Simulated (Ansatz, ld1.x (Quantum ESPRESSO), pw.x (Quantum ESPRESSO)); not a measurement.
**From atom to crystal: TM potential for rhodium**

Rh (Z = 45), norm-conserving Troullier–Martins (Kleinman–Bylander form), made with ld1.x (Quantum ESPRESSO) 7.5 (PBE, scalar-relativistic). Core [Kr], reference 4d8 5s0 5p0 (charge +1). Waves: 5p (bound, empty): rc 3.55 bohr; 4d (bound): rc 1.50 bohr; 5s (bound, empty): rc 2.50 bohr. Local part: the s channel. Core correction: Bessel-smoothed model core inside 0.80 bohr.

Atomic tests: cutoffs needed: 60 Ry and 70 Ry (the cutoffs (Ry, on a coarse ladder) from which the occupation-weighted sum of valence levels, in a spherical-Bessel basis at the reference potential, stays within 10 and 1 mRy of its value at 400 Ry); ghost test: no extra level below or beside the all-electron valence levels (p, d, s, f tested) (spherical-Bessel basis up to 400 Ry, 20 bohr box); largest excitation error: -2085 meV (all-electron minus pseudo) for 4d5 5s0 5p0, out of 7 test configurations.

Crystal test: fcc Rh in pw.x 7.5, no spin, 15³ k-points, Fermi–Dirac smearing 0.01 Ry, cutoffs 85/340 Ry. The reference is all-electron LAPW (Ansatz 0.2.0) with the same functional, mesh and smearing; V0 and B0 come from Birch–Murnaghan fits to the pressures at five volumes. Errors are pseudo minus all-electron; Δ is the rms difference of the E(V) curves that follow from these fits, minima aligned, over ±6 % about the mean V0. Mesh and smearing are coarse, so the numbers serve the comparison and aren't converged zero-temperature values; the lattice is a test structure that the element need not adopt.

All-electron: a0 = 3.834 Å (V0 = 14.09 Å³/atom), B0 = 252.3 GPa.

Problem. How far does the potential miss the all-electron equation of state?

Solution. mean pressure error (GPa): +15.85. The pressure does not cross zero within the volumes sampled, so no fit is given. The largest radius (3.55 bohr) exceeds half the bond length (2.56 bohr), so the spheres overlap, which is one possible source of error among others. This is a poor potential for the solid.

```tsv
V (Å³/atom)	P all-electron (GPa)	P pseudo (GPa)
13.416	13.98	33.30
13.769	6.11	23.48
14.122	-0.63	15.02
14.475	-6.40	7.74
14.828	-11.32	1.48
```

Problem. At the middle volume, how do free energy and pressure move when the wave cutoff is lowered (ecutrho kept at four times it)?

Solution.

```tsv
cutoff (Ry)	shift of F (meV/atom)	shift of P (GPa)
38	+4537.2	-200.25
51	+499.8	-36.14
68	+8.2	-1.07
```

Input at the middle volume:

```
&control
  calculation='scf', prefix='x', pseudo_dir='./', outdir='./tmp', tstress=.true., disk_io='low'
/
&system
  ibrav=0, nat=1, ntyp=1, ecutwfc=85, ecutrho=340, nbnd=12,
  occupations='smearing', smearing='fd', degauss=0.01
/
&electrons
  conv_thr=1e-09, mixing_beta=0.4, electron_maxstep=70
/
ATOMIC_SPECIES
Rh 1.0 Rh.UPF
CELL_PARAMETERS angstrom
  0.00000000 1.91847173 1.91847173
  1.91847173 0.00000000 1.91847173
  1.91847173 1.91847173 0.00000000
ATOMIC_POSITIONS crystal
Rh 0.0000 0.0000 0.0000
K_POINTS automatic
15 15 15 0 0 0
```

```bash
pw.x < Rh.scf.in > Rh.scf.out
```

Lines of the output:

```
Message from routine setup:
     using ibrav=0 with symmetry is DISCOURAGED, use correct ibrav instead
     lattice parameter (alat)  =       5.1271  a.u.
     unit-cell volume          =      95.3000 (a.u.)^3
     number of electrons       =         9.00
     number of Kohn-Sham states=           12
     kinetic-energy cutoff     =      85.0000  Ry
     charge density cutoff     =     340.0000  Ry
     scf convergence threshold =      1.0E-09
     Exchange-correlation= PBE
     number of k points=   120  Fermi-Dirac smearing, width (Ry)=  0.0100
     iteration #  1     ecut=    85.00 Ry     beta= 0.40
     total energy              =     -69.42749355 Ry
     estimated scf accuracy    <       1.28287690 Ry
     iteration #  2     ecut=    85.00 Ry     beta= 0.40
     total energy              =     -69.57835740 Ry
     estimated scf accuracy    <       0.03254993 Ry
     iteration #  3     ecut=    85.00 Ry     beta= 0.40
     total energy              =     -69.58574037 Ry
     estimated scf accuracy    <       0.00033617 Ry
     iteration #  4     ecut=    85.00 Ry     beta= 0.40
     total energy              =     -69.58581481 Ry
     estimated scf accuracy    <       0.00021047 Ry
     iteration #  5     ecut=    85.00 Ry     beta= 0.40
     total energy              =     -69.58584703 Ry
     estimated scf accuracy    <       0.00000101 Ry
     iteration #  6     ecut=    85.00 Ry     beta= 0.40
     total energy              =     -69.58584598 Ry
     estimated scf accuracy    <       0.00000221 Ry
     iteration #  7     ecut=    85.00 Ry     beta= 0.40
     total energy              =     -69.58584650 Ry
     estimated scf accuracy    <       0.00000003 Ry
     iteration #  8     ecut=    85.00 Ry     beta= 0.40
     total energy              =     -69.58584651 Ry
     estimated scf accuracy    <       0.00000004 Ry
     iteration #  9     ecut=    85.00 Ry     beta= 0.40
     the Fermi energy is    15.7715 ev
!    total energy              =     -69.58584651 Ry
     estimated scf accuracy    <          4.0E-10 Ry
     smearing contrib. (-TS)   =      -0.00644712 Ry
     The total energy is F=E-TS. E is the sum of the following terms:
     one-electron contribution =      13.62552782 Ry
     hartree contribution      =       4.24856542 Ry
     xc contribution           =     -36.23497233 Ry
     ewald contribution        =     -51.21852030 Ry
     convergence has been achieved in   9 iterations
          total   stress  (Ry/bohr**3)                   (kbar)     P=      150.15
```

The run at the middle volume (120 k-points, 9 iterations) took about 17 s on one core of a shared host (Neoverse-V1, 32 threads, 247 GiB, load 27).
